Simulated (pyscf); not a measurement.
•H₂Si–SiH₂–SiH₃ + H₂ → H₃Si–SiH₂–SiH₃ + H•, a hydrogen abstraction (doublet surface; H–H broken, H–Si formed). Single points on ωB97X-D3(BJ)/def2-SVP structures (PySCF, gas phase). Energies in kcal/mol from the separated reactants.

Small-basis levels: PySCF, no dispersion term, spherical d functions. AM1 to PM7: differences of heats of formation from MOPAC, which are fitted to 298 K values and so differ in kind from electronic energies by zero-point and thermal terms. GFN2-xTB: tblite. Open shells are spin-unrestricted. 

```csv
level,barrier,reaction energy
HF/STO-3G,22.4,+10.0
HF/3-21G,24.1,+14.9
HF/6-31G*,20.2,+8.8
MP2/6-31G*,21.2,+11.4
SVWN5/6-31G*,11.3,+16.6
B3LYP/STO-3G,16.6,+17.3
GFN2-xTB,1.0,-1.6
AM1,32.4,+36.5
PM6,33.2,+45.4
ωB97M-D3(BJ)/def2-TZVP,19.2,+15.2
```

Against the last row the barrier runs from -18.2 (GFN2-xTB) to +14.0 kcal/mol (PM6). At SVWN5/6-31G*, B3LYP/STO-3G, AM1, PM6 this geometry lies under one side, so the entry may be no barrier of that level: it is a single point on another level's saddle. ωB97M-D3(BJ)/def2-TZVP has limits of its own. This is the saddle that the search found; another between the same sides may lie lower. The angle at the transferred H is 177°.
